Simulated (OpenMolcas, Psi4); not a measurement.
A ladder of methods for SiCl (SMILES [Si]Cl)

The species is SiCl (2 atoms), meant as a doublet with charge 0. SMILES: `[Si]Cl`. The shape is that of a PBE0-D4/def2-TZVP optimisation.

```xyz
2

Si    0.8818   -0.2937    0.4521
Cl   -0.8818    0.2937   -0.4521
```

Each level gives the electronic atomisation energy (eV). The values are calculated. Electronic energies at fixed atoms, without zero-point motion or spin-orbit coupling.

```
                                                    level                    kind     program  value (eV)  CPU time (all runs)
                                       USVWN5/aug-cc-pVTZ                     LDA  OpenMolcas        5.17                 45 s
                                         UPBE/aug-cc-pVTZ                     GGA        Psi4        4.55                 55 s
                                       UM06-L/aug-cc-pVTZ                meta-GGA  OpenMolcas        4.60              2.1 min
                                       UB3LYP/aug-cc-pVTZ           global hybrid  OpenMolcas        4.30                 54 s
                                    U-wB97M-V/aug-cc-pVTZ  range-separated hybrid        Psi4        4.49                 54 s
UDSD-PBEP86/aug-cc-pVTZ (density fitting for correlation)           double hybrid        Psi4        4.34                 26 s
                                         UMP2/aug-cc-pVTZ     perturbation theory        Psi4        4.36                 34 s
                                         UMP3/aug-cc-pVTZ     perturbation theory        Psi4        4.11                 53 s
                                        UCCSD/aug-cc-pVTZ   coupled cluster or CI        Psi4        4.05                 88 s
```

The values span 4.05 to 5.17 eV. CPU times are rough (shared hosts, several kinds of processor): they show what a rung costs within a factor of a few.
